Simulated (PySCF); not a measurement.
# SF5: changing the method

What do other methods print for SF5?

Computed with PySCF 2.14.0. Level: each script names its method and basis.

### 1 The system as given

SF5: 6 atoms, charge 0, spin multiplicity 2.

Bond lengths: S1–F2 1.669 Å, S1–F3 1.669 Å, S1–F4 1.669 Å, S1–F5 1.618 Å, S1–F6 1.669 Å. Angles: F2–S1–F3 177.1°, F2–S1–F4 90.0°, F2–S1–F5 91.5°, F2–S1–F6 90.0°, F3–S1–F4 90.0°, F3–S1–F5 91.5°, F3–S1–F6 90.0°, F4–S1–F5 91.5°, F4–S1–F6 177.1°, F5–S1–F6 91.5°.

Coordinates:

| atom | x (Å) | y (Å) | z (Å) |
| --- | --- | --- | --- |
| S1 | 0.10780 | -0.18790 | 0.00000 |
| F2 | 0.12900 | -0.22460 | 1.66860 |
| F3 | 0.12900 | -0.22460 | -1.66860 |
| F4 | 1.57600 | 0.60610 | 0.00000 |
| F5 | -0.69760 | 1.21520 | 0.00000 |
| F6 | -1.31810 | -1.05530 | 0.00000 |

### 2 Base script

File input.py:

```python
from pyscf import gto, scf, mp

mol = gto.M(
    atom='S 0.1078 -0.1879 0; F 0.129 -0.2246 1.6686; F 0.129 -0.2246 -1.6686; F 1.576 0.6061 0; F -0.6976 1.2152 0; F -1.3181 -1.0553 0',
    basis='lanl2dz',
    ecp={'S': 'lanl2dz'},
    charge=0,
    spin=1,
    verbose=3,
)
mf = scf.UHF(mol)
mf.kernel()
mp.MP2(mf, frozen=5).kernel()
mf.dip_moment()
print('orbital energies (hartree):', [e[max(0, n-3):n+3].round(4) for e, n in zip(mf.mo_energy, mol.nelec)])
```

Launch:

```
> OMP_NUM_THREADS=1 python input.py
```

Standard output:

```text
WARN: HOMO -0.0550552639044888 >= LUMO -0.0550552639044888

converged SCF energy = -506.730171693238  <S^2> = 0.79731125  2S+1 = 2.0467645
E(UMP2) = -507.411824181517  E_corr = -0.681652488278587
E(SCS-UMP2) = -507.383960062381  E_corr = -0.653788369142489
Dipole moment(X, Y, Z, Debye):  0.51061, -0.89205,  0.00000
orbital energies (hartree): [array([-0.7189, -0.7043, -0.5426,  0.0395,  0.1066,  0.1066]), array([-0.7034, -0.6924, -0.5917, -0.099 ,  0.0446,  0.1698])]
```

Run time: 1.9 s. Hardware: 1 thread of Arm Neoverse V1, shared host; peak memory 0.14 GiB.

It gives: E(SCF) = -506.730172 Eh, E(MP2) − E(SCF) = -0.68165 Eh, ⟨S²⟩ = 0.797, μ = 1.03 D (of the SCF density).

### 3 Population analysis

Variant 1 changes step after the SCF: mp2 → analyze.

Edit input.py of step 2 so:

```diff
@@ -1,2 +1,2 @@
-from pyscf import gto, scf, mp
+from pyscf import gto, scf
 
@@ -12,3 +12,3 @@
 mf.kernel()
-mp.MP2(mf, frozen=5).kernel()
+mf.mulliken_pop()
 mf.dip_moment()
```

Launch:

```
> OMP_NUM_THREADS=1 python input.py
```

Standard output:

```text
converged SCF energy = -506.730171693238  <S^2> = 0.79731125  2S+1 = 2.0467645
 ** Mulliken pop       alpha | beta **
pop of  0 S 3s        0.53496 | 0.45111
pop of  0 S 4s        0.40337 | 0.26102
pop of  0 S 3px       0.31467 | 0.32285
pop of  0 S 3py       0.41444 | 0.26192
pop of  0 S 3pz       0.26558 | 0.35279
pop of  0 S 4px       0.06118 | 0.04633
pop of  0 S 4py       0.12282 | 0.05336
pop of  0 S 4pz       0.03089 | 0.04288
pop of  1 F 1s        1.00006 | 1.00009
pop of  1 F 2s        0.51033 | 0.50133
pop of  1 F 3s        0.47628 | 0.49252
pop of  1 F 2px       0.71991 | 0.71121
pop of  1 F 2py       0.71979 | 0.69999
pop of  1 F 2pz       0.61386 | 0.44179
pop of  1 F 3px       0.26635 | 0.27384
pop of  1 F 3py       0.26642 | 0.27796
pop of  1 F 3pz       0.22750 | 0.22596
pop of  2 F 1s        1.00006 | 1.00009
pop of  2 F 2s        0.51033 | 0.50133
pop of  2 F 3s        0.47628 | 0.49252
pop of  2 F 2px       0.71991 | 0.71121
pop of  2 F 2py       0.71979 | 0.69999
pop of  2 F 2pz       0.61386 | 0.44179
pop of  2 F 3px       0.26635 | 0.27384
pop of  2 F 3py       0.26642 | 0.27796
pop of  2 F 3pz       0.22750 | 0.22596
pop of  3 F 1s        1.00006 | 1.00009
pop of  3 F 2s        0.51033 | 0.50132
pop of  3 F 3s        0.47628 | 0.49252
pop of  3 F 2px       0.61770 | 0.52874
pop of  3 F 2py       0.71590 | 0.60753
pop of  3 F 2pz       0.71998 | 0.71672
pop of  3 F 3px       0.24080 | 0.23784
pop of  3 F 3py       0.25315 | 0.26812
pop of  3 F 3pz       0.26632 | 0.27181
pop of  4 F 1s        1.00008 | 1.00006
pop of  4 F 2s        0.50770 | 0.50985
pop of  4 F 3s        0.48727 | 0.48238
pop of  4 F 2px       0.66224 | 0.67965
pop of  4 F 2py       0.53545 | 0.57762
pop of  4 F 2pz       0.72454 | 0.72978
pop of  4 F 3px       0.24893 | 0.24748
pop of  4 F 3py       0.22161 | 0.22220
pop of  4 F 3pz       0.26236 | 0.25991
pop of  5 F 1s        1.00006 | 1.00009
pop of  5 F 2s        0.51032 | 0.50133
pop of  5 F 3s        0.47628 | 0.49251
pop of  5 F 2px       0.66250 | 0.48018
pop of  5 F 2py       0.67106 | 0.65616
pop of  5 F 2pz       0.71997 | 0.71672
pop of  5 F 3px       0.23350 | 0.24087
pop of  5 F 3py       0.26043 | 0.26507
pop of  5 F 3pz       0.26631 | 0.27180
In total            26.00000 | 25.00000
 ** Mulliken atomic charges   ( Nelec_alpha | Nelec_beta ) **
charge of  0S =      2.05985  (     2.14790      1.79225 )
charge of  1F =     -0.42518  (     4.80049      4.62469 )
charge of  2F =     -0.42518  (     4.80049      4.62469 )
charge of  3F =     -0.42520  (     4.80051      4.62469 )
charge of  4F =     -0.35911  (     4.65017      4.70894 )
charge of  5F =     -0.42518  (     4.80044      4.62474 )
Dipole moment(X, Y, Z, Debye):  0.51061, -0.89205,  0.00000
orbital energies (hartree): [array([-0.7189, -0.7043, -0.5426,  0.0395,  0.1066,  0.1066]), array([-0.7034, -0.6924, -0.5917, -0.099 ,  0.0446,  0.1698])]
```

Wall time 1.3 s (1 thread of Arm Neoverse V1, shared host).

This run: E(SCF) = -506.730172 Eh (no change), ⟨S²⟩ = 0.797, μ = 1.03 D.

### 4 Tpss (UKS)

Variant 2 changes functional: none (Hartree–Fock) → tpss; SCF type: UHF → UKS; step after the SCF: mp2 → analyze.

Edit input.py of step 2 so:

```diff
@@ -1,2 +1,2 @@
-from pyscf import gto, scf, mp
+from pyscf import gto, dft
 
@@ -10,5 +10,5 @@
 )
-mf = scf.UHF(mol)
+mf = dft.UKS(mol, xc='tpss')
 mf.kernel()
-mp.MP2(mf, frozen=5).kernel()
+mf.mulliken_pop()
 mf.dip_moment()
```

Launch:

```
> OMP_NUM_THREADS=1 python input.py
```

Standard output:

```text
converged SCF energy = -509.126139311242  <S^2> = 0.75279371  2S+1 = 2.0027918
 ** Mulliken pop       alpha | beta **
pop of  0 S 3s        0.56447 | 0.47804
pop of  0 S 4s        0.43312 | 0.29748
pop of  0 S 3px       0.35780 | 0.33413
pop of  0 S 3py       0.40711 | 0.31176
pop of  0 S 3pz       0.33354 | 0.34512
pop of  0 S 4px       0.09801 | 0.08609
pop of  0 S 4py       0.14711 | 0.11121
pop of  0 S 4pz       0.07389 | 0.07376
pop of  1 F 1s        0.99978 | 0.99979
pop of  1 F 2s        0.51345 | 0.50879
pop of  1 F 3s        0.47113 | 0.48258
pop of  1 F 2px       0.70888 | 0.70088
pop of  1 F 2py       0.70675 | 0.68451
pop of  1 F 2pz       0.60874 | 0.48319
pop of  1 F 3px       0.26380 | 0.26582
pop of  1 F 3py       0.26390 | 0.26491
pop of  1 F 3pz       0.20076 | 0.18745
pop of  2 F 1s        0.99978 | 0.99979
pop of  2 F 2s        0.51345 | 0.50879
pop of  2 F 3s        0.47113 | 0.48258
pop of  2 F 2px       0.70888 | 0.70088
pop of  2 F 2py       0.70675 | 0.68451
pop of  2 F 2pz       0.60874 | 0.48319
pop of  2 F 3px       0.26380 | 0.26582
pop of  2 F 3py       0.26390 | 0.26491
pop of  2 F 3pz       0.20076 | 0.18745
pop of  3 F 1s        0.99978 | 0.99979
pop of  3 F 2s        0.51345 | 0.50879
pop of  3 F 3s        0.47113 | 0.48258
pop of  3 F 2px       0.61022 | 0.56001
pop of  3 F 2py       0.70423 | 0.59964
pop of  3 F 2pz       0.70993 | 0.70891
pop of  3 F 3px       0.21487 | 0.21112
pop of  3 F 3py       0.24984 | 0.24079
pop of  3 F 3pz       0.26376 | 0.26627
pop of  4 F 1s        0.99978 | 0.99978
pop of  4 F 2s        0.51148 | 0.51154
pop of  4 F 3s        0.48123 | 0.48027
pop of  4 F 2px       0.66510 | 0.66865
pop of  4 F 2py       0.56879 | 0.57674
pop of  4 F 2pz       0.71243 | 0.71382
pop of  4 F 3px       0.23983 | 0.24056
pop of  4 F 3py       0.19636 | 0.19797
pop of  4 F 3pz       0.26119 | 0.26149
pop of  5 F 1s        0.99978 | 0.99979
pop of  5 F 2s        0.51345 | 0.50879
pop of  5 F 3s        0.47113 | 0.48258
pop of  5 F 2px       0.65534 | 0.50222
pop of  5 F 2py       0.65911 | 0.65748
pop of  5 F 2pz       0.70993 | 0.70891
pop of  5 F 3px       0.21796 | 0.20195
pop of  5 F 3py       0.24672 | 0.24993
pop of  5 F 3pz       0.26375 | 0.26626
In total            26.00000 | 25.00000
 ** Mulliken atomic charges   ( Nelec_alpha | Nelec_beta ) **
charge of  0S =      1.54737  (     2.41504      2.03759 )
charge of  1F =     -0.31510  (     4.73720      4.57790 )
charge of  2F =     -0.31510  (     4.73720      4.57790 )
charge of  3F =     -0.31510  (     4.73721      4.57789 )
charge of  4F =     -0.28701  (     4.63618      4.65082 )
charge of  5F =     -0.31507  (     4.73716      4.57791 )
Dipole moment(X, Y, Z, Debye):  0.40476, -0.70731, -0.00000
orbital energies (hartree): [array([-0.4122, -0.3875, -0.3182, -0.1455, -0.0646, -0.0646]), array([-0.4067, -0.4067, -0.3825, -0.275 , -0.137 , -0.047 ])]
```

It took 16 s on 1 thread of Arm Neoverse V1, shared host; peak memory 0.3 GiB.

This run: E(SCF) = -509.126139 Eh, ⟨S²⟩ = 0.753, μ = 0.81 D.

### 5 Mn15 (UKS)

Variant 3 changes functional: none (Hartree–Fock) → mn15; SCF type: UHF → UKS; step after the SCF: mp2 → analyze.

Edit input.py of step 2 so:

```diff
@@ -1,2 +1,2 @@
-from pyscf import gto, scf, mp
+from pyscf import gto, dft
 
@@ -10,5 +10,5 @@
 )
-mf = scf.UHF(mol)
+mf = dft.UKS(mol, xc='mn15')
 mf.kernel()
-mp.MP2(mf, frozen=5).kernel()
+mf.mulliken_pop()
 mf.dip_moment()
```

Launch:

```
> OMP_NUM_THREADS=1 python input.py
```

Standard output:

```text
converged SCF energy = -508.613567322375  <S^2> = 0.75329543  2S+1 = 2.0032927
 ** Mulliken pop       alpha | beta **
pop of  0 S 3s        0.55898 | 0.46745
pop of  0 S 4s        0.42864 | 0.29064
pop of  0 S 3px       0.34689 | 0.32600
pop of  0 S 3py       0.39279 | 0.30704
pop of  0 S 3pz       0.32431 | 0.33531
pop of  0 S 4px       0.09848 | 0.08685
pop of  0 S 4py       0.14798 | 0.10227
pop of  0 S 4pz       0.07415 | 0.07927
pop of  1 F 1s        0.99933 | 0.99934
pop of  1 F 2s        0.49077 | 0.48952
pop of  1 F 3s        0.48865 | 0.49609
pop of  1 F 2px       0.71739 | 0.70937
pop of  1 F 2py       0.71579 | 0.69485
pop of  1 F 2pz       0.61203 | 0.48570
pop of  1 F 3px       0.25903 | 0.26210
pop of  1 F 3py       0.25970 | 0.26271
pop of  1 F 3pz       0.20255 | 0.18824
pop of  2 F 1s        0.99933 | 0.99934
pop of  2 F 2s        0.49077 | 0.48952
pop of  2 F 3s        0.48865 | 0.49609
pop of  2 F 2px       0.71739 | 0.70937
pop of  2 F 2py       0.71579 | 0.69485
pop of  2 F 2pz       0.61203 | 0.48570
pop of  2 F 3px       0.25903 | 0.26210
pop of  2 F 3py       0.25970 | 0.26271
pop of  2 F 3pz       0.20255 | 0.18824
pop of  3 F 1s        0.99933 | 0.99934
pop of  3 F 2s        0.49077 | 0.48952
pop of  3 F 3s        0.48865 | 0.49610
pop of  3 F 2px       0.61569 | 0.56384
pop of  3 F 2py       0.71138 | 0.60962
pop of  3 F 2pz       0.71818 | 0.71649
pop of  3 F 3px       0.21586 | 0.21098
pop of  3 F 3py       0.24670 | 0.24026
pop of  3 F 3pz       0.25870 | 0.26181
pop of  4 F 1s        0.99933 | 0.99933
pop of  4 F 2s        0.49051 | 0.49058
pop of  4 F 3s        0.49823 | 0.49791
pop of  4 F 2px       0.67347 | 0.67517
pop of  4 F 2py       0.57488 | 0.57740
pop of  4 F 2pz       0.72195 | 0.72326
pop of  4 F 3px       0.23612 | 0.23655
pop of  4 F 3py       0.19700 | 0.19739
pop of  4 F 3pz       0.25532 | 0.25577
pop of  5 F 1s        0.99933 | 0.99934
pop of  5 F 2s        0.49077 | 0.48952
pop of  5 F 3s        0.48865 | 0.49610
pop of  5 F 2px       0.65944 | 0.50778
pop of  5 F 2py       0.66760 | 0.66571
pop of  5 F 2pz       0.71817 | 0.71649
pop of  5 F 3px       0.21771 | 0.20257
pop of  5 F 3py       0.24483 | 0.24867
pop of  5 F 3pz       0.25870 | 0.26181
In total            26.00000 | 25.00000
 ** Mulliken atomic charges   ( Nelec_alpha | Nelec_beta ) **
charge of  0S =      1.63295  (     2.37222      1.99484 )
charge of  1F =     -0.33318  (     4.74524      4.58794 )
charge of  2F =     -0.33318  (     4.74524      4.58794 )
charge of  3F =     -0.33323  (     4.74527      4.58795 )
charge of  4F =     -0.30019  (     4.64682      4.65337 )
charge of  5F =     -0.33317  (     4.74520      4.58797 )
Dipole moment(X, Y, Z, Debye):  0.42782, -0.74804,  0.00000
orbital energies (hartree): [array([-0.5322, -0.5063, -0.3945, -0.0931, -0.0223, -0.0222]), array([-0.5234, -0.5141, -0.4996, -0.2425, -0.0894,  0.0111])]
```

It took 15 s on 1 thread of Arm Neoverse V1, shared host; peak memory 0.3 GiB.

Outcome: E(SCF) = -508.613567 Eh, ⟨S²⟩ = 0.753, μ = 0.86 D.

### 6 Side by side

| run | E(SCF) (hartree) | from base (eV) | SCF dipole (D) | after the SCF |
| --- | --- | --- | --- | --- |
| base | -506.730172 | 0 | 1.03 | MP2 correlation -18.549 eV, core frozen |
| population analysis | -506.730172 | 0.0000 | 1.03 | n/a |
| tpss (UKS) | -509.126139 | not comparable | 0.81 | n/a |
| mn15 (UKS) | -508.613567 | not comparable | 0.86 | n/a |

Wall time on 1 thread of Arm Neoverse V1, shared host, start-up included: base 1.9 s; population analysis 1.3 s; tpss (UKS) 16 s; mn15 (UKS) 15 s.

**Reading.** A lower total energy from another functional means nothing by itself. The dearest run is “tpss (UKS)”, at 16 s against 1.9 s.
